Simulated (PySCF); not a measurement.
Level of theory: PySCF, PBE0, basis B def2-TZVP, F def2-TZVP (no relativity, density fitting).

Each entry is the lowest minimum that a search over a few typed start shapes (and spin states, where more than one is plausible) found, or that minimum re-optimised at the stated level; isomers with ligand–ligand bonds, or fragments after loss of a ligand pair, can lie lower. Open shells are unrestricted.

BF2 is a doublet of C2v symmetry with B–F 1.306 Å (×2); F–B–F 121.1°. Its wavenumbers are 521, 1170, 1438 cm⁻¹.

(1) What changes when one electron is removed, giving BF₂⁺?

Results:

(1) It costs 8.69 eV between the minima (8.75 eV with zero-point energy). BF₂⁺ is a singlet of D∞h symmetry with B–F 1.226 Å (×2); F–B–F 180.0°; wavenumbers 457 (×2), 1038, 2087 cm⁻¹.
